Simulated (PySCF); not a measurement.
Molecule: SMILES C=CC(Cl)(Cl)Cl, C$_{3}$H$_{3}$Cl$_{3}$.

Molfile (atoms numbered from 1):
```
C3H3Cl3
     RDKit          3D

  9  8  0  0  0  0  0  0  0  0999 V2000
   -1.4344    0.2144   -0.1445 C   0  0  0  0  0  0  0  0  0  0  0  0
   -0.2209    0.3795    0.3736 C   0  0  0  0  0  0  0  0  0  0  0  0
    1.0297   -0.3132   -0.0704 C   0  0  0  0  0  0  0  0  0  0  0  0
    0.7667   -1.4747   -1.3839 Cl  0  0  0  0  0  0  0  0  0  0  0  0
    2.1989    0.9249   -0.6167 Cl  0  0  0  0  0  0  0  0  0  0  0  0
    1.7315   -1.1726    1.3320 Cl  0  0  0  0  0  0  0  0  0  0  0  0
   -1.6158   -0.4779   -0.9695 H   0  0  0  0  0  0  0  0  0  0  0  0
   -2.2820    0.7763    0.2535 H   0  0  0  0  0  0  0  0  0  0  0  0
   -0.0409    1.0739    1.2003 H   0  0  0  0  0  0  0  0  0  0  0  0
  1  2  2  0
  2  3  1  0
  3  4  1  0
  3  5  1  0
  3  6  1  0
  1  7  1  0
  1  8  1  0
  2  9  1  0
M  END
```

Geometry PBE0-D3(BJ)/def2-SVP throughout; GIAO in PySCF 2.14, gas phase, one conformer, non-relativistic; equivalent atoms averaged; basis pcSseg-2.

(1) How do the absolute shieldings σ depend on the functional? (ppm; last column core-seconds on shared hosts with different chips, so compare them loosely; the GGAs took longer than the global hybrids here, which isn't the general rule, and the cause wasn't traced)

(2) Which nucleus moves most, in ppm?

## Answers

(1) 
```csv
functional,kind,C2,C1,C3,Cl4/Cl5/Cl6,H9,H7,H8,core-s
HF,Hartree–Fock,41.2,66.3,91.7,573.6,25.33,25.53,26.11,26
LDA,LDA,19.9,54.0,46.1,399.6,24.02,24.73,25.36,46
PBE,GGA,25.1,58.6,49.3,431.2,24.55,25.23,25.88,46
BLYP,GGA,19.8,55.6,41.8,405.8,24.82,25.49,26.18,54
BP86,GGA,25.2,58.8,48.4,424.6,24.62,25.29,25.95,52
OPBE,GGA,37.1,66.3,60.2,485.6,24.56,25.22,25.82,51
KT2,GGA,35.1,70.0,56.5,446.9,24.63,25.40,26.07,46
KT3,GGA,36.8,69.8,56.7,466.9,24.86,25.57,26.23,46
B97-D,GGA,29.5,62.4,49.7,438.3,24.85,25.50,26.18,45
B3LYP,global hybrid,23.8,56.4,52.9,444.9,24.88,25.42,26.06,33
PBE0,global hybrid,29.9,59.8,62.3,478.5,24.68,25.20,25.80,33
mPW1PW91,global hybrid,29.4,59.1,61.1,475.8,24.75,25.26,25.86,33
WP04,global hybrid,19.7,48.6,37.3,428.0,25.37,25.81,26.39,34
B97-2,global hybrid,32.5,62.2,61.5,481.7,24.84,25.37,25.98,31
BHandHLYP,global hybrid,29.7,58.9,68.1,494.8,25.01,25.40,26.00,30
CAM-B3LYP,range-separated hybrid,25.4,56.0,62.5,465.2,24.84,25.27,25.88,40
wB97X-D,range-separated hybrid,29.2,58.4,64.8,477.8,24.84,25.28,25.86,38
LC-wPBE,range-separated hybrid,31.2,56.4,75.9,511.1,24.80,25.12,25.65,45
```

(2) Cl4/Cl5/Cl6 (chlorine bonded to C): from 399.6 ppm with LDA to 573.6 ppm with HF. The smallest spread is 1.03 ppm, at H8. Proton shifts span only some 12 ppm, so a few tenths of a ppm matter as much there as several ppm in carbon.
